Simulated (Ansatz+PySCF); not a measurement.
Two shapes of doublet C2H4NO.

Shape 1:

```xyz
8

H     2.1592   -0.0080    0.0226
C     1.2474   -0.5872    0.0016
C     0.0304    0.1182   -0.0004
N    -1.1142   -0.6496   -0.0384
H    -1.9901   -0.1660    0.0809
H     1.3022   -1.6691   -0.0272
H    -1.0931   -1.6374    0.1507
O    -0.0111    1.3439    0.0043
```

Shape 2:

```xyz
8

H     2.1971   -0.0299    0.0226
C     1.2853   -0.6091    0.0017
C     0.0077    0.1314   -0.0004
N    -1.1369   -0.6365   -0.0385
H    -2.0128   -0.1529    0.0809
H     1.3401   -1.6910   -0.0272
H    -1.1158   -1.6242    0.1507
O    -0.0338    1.3570    0.0043
```

Basis set: cc-pVTZ (spherical functions). Correlated methods keep 4 orbitals frozen. Correlation on ROHF uses semicanonical orbitals with singles. Charge 0, multiplicity 2.

Computed with Ansatz (development build ahead of 0.2.0) and PySCF 2.14.0; each method stands on the lowest determinant of its kind that the runs found.

Question: Which shape is lower in energy, and by how much in each method?

Answer:

```
  method  E(2) − E(1) (eV)
    ROHF            -0.056
     UHF            -0.034
ROHF-MP2            -0.041
 UHF-MP2            -0.069
```

Shape 2 is lower.
